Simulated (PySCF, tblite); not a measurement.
# A complex of 2 × water

A gas-phase complex of 2 × water; neutral, singlet. The structure comes from a short search (6 tight-binding starts) and was relaxed by PBE0-D3(BJ)/def2-TZVPD; another way of binding may lie lower. Frequencies by PBE0-D3(BJ)/def2-TZVPD show no clear imaginary mode.

| part | name | SMILES | atoms | charge | multiplicity |
| --- | --- | --- | --- | --- | --- |
| 1 | water | O | 1–3 | 0 | 1 |
| 2 | water | O | 4–6 | 0 | 1 |

Coordinates in Å:
```
O1      0.255    0.233   -0.170
H2     -0.695    0.355   -0.252
H3      0.366   -0.637    0.224
O4      1.514    1.956    1.779
H5      1.104    1.459    1.055
H6      2.103    2.581    1.352
```

Contacts between parts, classed by geometry: H5···O1 1.930 Å (hydrogen bond, 170°).

Interaction energies are complex less parts, with the parts frozen as they stand in it; counterpoise-corrected, in kcal/mol (PySCF). The CCSD(T) estimate is Hartree-Fock/aug-cc-pVQZ, plus the MP2 correlation part extrapolated as X⁻³ from aug-cc-pVTZ and aug-cc-pVQZ, plus CCSD(T) less MP2 in aug-cc-pVDZ; noble-gas cores are frozen. It isn't the exact limit.

**Question.** How strongly do the parts interact, level by level?

**Answer.** 
```csv
level,interaction,superposition error removed
Hartree-Fock/aug-cc-pVQZ,-3.56,-
wB97M-D3(BJ)/def2-TZVPD,-5.00,-0.09
PBE0-D3(BJ)/def2-TZVPD,-5.34,-0.08
MP2/aug-cc-pVQZ,-4.90,-0.24
"CCSD(T), estimated basis limit",-4.95,-
```

**Question.** What holds them together? Decompose the wB97M-D3(BJ)/def2-TZVPD energy: frozen parts, their antisymmetrised product, then relaxation.

**Answer.** electrostatic -8.8, Pauli repulsion +7.3, orbital relaxation -3.0, dispersion correction -0.6 kcal/mol, which sum to the value before the counterpoise correction; the Pauli term holds the exchange-correlation of the frozen density too. Of the attraction, 71 % is electrostatic, 24 % is orbital relaxation, 5 % is dispersion correction.

The parts were also relaxed and run alone, at the levels used for the complex: vibrations by PBE0-D3(BJ)/def2-TZVPD; shieldings by PBE0/pcSseg-2; core levels by delta-SCF with SCAN, pcX-2 on the ionised atom and pcseg-1 elsewhere, spin-free X2C.

Values alone: O4–H5 bond (Å): 0.960; stretch carried by H5 (cm⁻¹, harmonic): 3849, 3954; its infrared intensity (km/mol): 5, 66; shielding of H5 (ppm): 30.89; shielding of O1 (ppm): 329.1; shielding of O4 (ppm): 329.1; O1 1s core level (eV): 539.76; O4 1s core level (eV): 539.76.

**Question.** How do these values change when the complex forms?

**Answer.** 
| property | alone | in the complex | change |
| --- | --- | --- | --- |
| O4–H5 bond (Å) | 0.960 | 0.969 | +0.009 |
| stretch carried by H5 (cm⁻¹, harmonic) | 3849, 3954 | 3711 | -191 from the mean |
| its infrared intensity (km/mol) | 5, 66 | 355 |  |
| shielding of H5 (ppm) | 30.89 | 27.63 | -3.26 |
| shielding of O1 (ppm) | 329.1 | 320.2 | -8.9 |
| shielding of O4 (ppm) | 329.1 | 326.1 | -3.0 |
| O1 1s core level (eV) | 539.76 | 540.36 | +0.60 |
| O4 1s core level (eV) | 539.76 | 538.59 | -1.17 |

**Question.** What are the binding energy from relaxed parts (wB97M-D3(BJ)/def2-TZVPD), and ΔH and ΔG of association at 298.15 K and 1 atm?

**Answer.** -4.96 kcal/mol, -2.79 with zero-point energy; ΔH -3.3 and ΔG +2.9 kcal/mol, from harmonic vibrations by PBE0-D3(BJ)/def2-TZVPD with low modes damped.

The 6 runs behind this took 93 s in all, one thread each of Intel Xeon 6975P-C on a shared host, launched as `OMP_NUM_THREADS=1 python cluster_run.py task.json out`.
